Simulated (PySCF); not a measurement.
Problem. Give a PBE0-D3(BJ)/def2-SVP geometry of InChI=1S/C3H5N3/c1-6-4-2-3-5-6/h2-3H,1H3.

Solution. 
```
atom  x, y, z in Å
C1    -1.746   -0.060   -0.032
N2    -0.306   -0.037   -0.037
N3     0.410   -1.121    0.167
C4     1.666   -0.686    0.127
C5     1.640    0.698   -0.104
N6     0.369    1.078   -0.200
H7    -2.136    0.383    0.896
H8    -2.063   -1.106   -0.103
H9    -2.123    0.511   -0.890
H10    2.505   -1.366    0.257
H11    2.453    1.414   -0.206
```

Any rigid rotation of these coordinates is as good. Atoms count from 1 in this order. The 5-membered ring N2–N3–C4–C5–N6 has internal angles of 103.9° to 116.0° (sum 540°, against 540° for a flat polygon); it is planar, 0.00 Å rms from its mean plane, widest ring torsion 0°. The C–N distances run from 1.330 Å (N3–C4, aromatic) to 1.440 Å (C1–N2, drawn single), a spread of 0.110 Å. N3 (pyridine-type nitrogen) is bent (angle 103.9°). N2 (pyrrole-type nitrogen) is planar (angles 122.1°, 121.8° and 116.0°, sum 360.0°, 0.02 Å off the plane of its three neighbours).

Bonds between heavy atoms (Å): C1–N2 1.440, N2–N3 1.315, N3–C4 1.330, C4–C5 1.404, C5–N6 1.330, N2–N6 1.314.

Theory: PBE0-D3(BJ)/def2-SVP geometry optimisation, gas phase (PySCF 2.14.0).

Point group: near Cs, missed by 0.35 Å at most; the miss may be what the optimiser left on a soft mode. Not checked by PBE0-D3(BJ)/def2-SVP frequencies.
